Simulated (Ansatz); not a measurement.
A displaced shape of doublet SH:

```xyz
2

S     0.0250    0.0428   -0.0730
H    -0.0161    0.0144    1.2292
```

It was optimised with HF/def2-SVP in Ansatz (development build ahead of 0.2.0) to forces under 0.001 eV/Å, with unrestricted orbitals. Each step stands on the lowest determinant of that kind that the program's search found.

What shape does it relax to, and how does the optimisation go?

```xyz
2

S     0.0256    0.0431   -0.0904
H    -0.0166    0.0140    1.2466
```

Bond lengths: S1–H2 1.338 Å.

| step | E − E(start) (eV) | largest force (eV/Å) |
| --- | --- | --- |
| 1 | 0.0000 | 1.1140 |
| 2 | -0.0165 | 0.3787 |
| 3 | -0.0189 | 0.0160 |
| 4 | -0.0189 | 0.0001 |

The optimisation ended after 4 steps with its threshold met.
